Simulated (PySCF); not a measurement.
Rock-salt MgS: correlation energy from several methods in one and the same small orbital space (PySCF; 2 atoms at the zone centre, 8 electrons in 55 orbitals, empty ones MP2 natural orbitals of a TZ basis, lattice constant set to 5.0472 Å). Its volume lies 9 % below that of the crystal's usual cell. It tests the methods against each other and lies far from the crystal's limit.

| method | E_corr (eV per atom) | share of CCSDT(Q) (%) | difference (meV) |
|---|---|---|---|
| MP2 | -2.2458 | 75.6 | 723 |
| CCSD | -2.8396 | 95.6 | 129 |
| CCSD(T) | -2.9412 | 99.1 | 28 |
| CCSDT | -2.9627 | 99.8 | 6 |
| CCSDT(Q) | -2.9688 | 100.0 | 0 |

MP2, (T) and (Q) use filled levels shifted down by the Madelung term, which in so small a cell is a large part of the gap, so these rows hang on it.

CCSDT(Q) is the highest level reached here, not an exact value.
